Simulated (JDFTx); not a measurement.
Input for a modified build of JDFTx: hydrogen chloride, HCl (SMILES Cl), charge 0, multiplicity 1, CANDLE, acetonitrile, 1 M NaCl; lengths in bohr, energies in hartree. The run starts from orbitals saved by an earlier run of the same system.

```
lattice \
  19.8421243086 0.0000000000 0.0000000000 \
  0.0000000000 17.0075351216 0.0000000000 \
  0.0000000000 0.0000000000 17.0075351216
coords-type Cartesian
ion Cl 1.2059026153 0.0000000000 0.0000000000 0
ion H -1.2059026153 0.0000000000 0.0000000000 0
ion-species pseudo/cl_pbe_v1.4.upf
ion-species pseudo/h_pbe_v1.4.upf
elec-cutoff 20 100
elec-ex-corr gga-PBE
symmetries none
elec-n-bands 4
electronic-minimize nIterations 150 energyDiffThreshold 1e-7
fluid LinearPCM
pcm-variant CANDLE
fluid-solvent CH3CN
fluid-cation Na+ 1
fluid-anion Cl- 1
fluid-minimize nIterations 400 knormThreshold 1e-11
wavefunction read s0.wfns 7
dump-name s8.$VAR
dump End State Ecomponents EigStats BandEigs Forces ElecDensity IonicPositions FluidDebug
```

The log closes as follows.

```
[...]
ElecMinimize: Iter:   6  Etot: -15.644879349799972  |grad|_K:  6.313e-07  alpha:  9.510e-01  linmin: -3.104e-03
ElecMinimize: Iter:   7  Etot: -15.644879387668633  |grad|_K:  2.646e-07  alpha:  9.654e-01  linmin:  1.796e-05
ElecMinimize: Iter:   8  Etot: -15.644879394672955  |grad|_K:  1.238e-07  alpha:  1.018e+00  linmin: -5.139e-05
ElecMinimize: Converged (|Delta Etot|<1.000000e-07 for 2 iters).

# Ionic positions in cartesian coordinates:
ion Cl   1.205902615300000   0.000000000000000   0.000000000000000 0
ion H  -1.205902615300000   0.000000000000000   0.000000000000000 0

# Forces in Cartesian coordinates:
force Cl   0.018575844621745   0.000000025720658   0.000000050488944 0
force H  -0.018557772322871   0.000000009813463   0.000000129633761 0

# Energy components:
   A_diel =       -0.0093896115818615
   Eewald =       -2.1186260679915017
       EH =       10.9308068628634221
     Eloc =      -29.4903580929626976
      Enl =        2.4063677373638637
      Exc =       -5.0381557556051533
 Exc_core =        1.6221664168070291
       KE =        6.0523091164339418
-------------------------------------
     Etot =      -15.6448793946729552


	eMin: -0.766088 at state 0 ( [ +0.000000 +0.000000 +0.000000 ] spin 0 )
	HOMO: -0.285362 at state 0 ( [ +0.000000 +0.000000 +0.000000 ] spin 0 )
```

The run took 9 electronic cycles (a count that differs between repeats, as do the digits past 10⁻⁶ Ha); the highest occupied level lies at -7.77 eV from the bulk liquid; the total lies -0.19 eV from the vacuum run at this geometry.
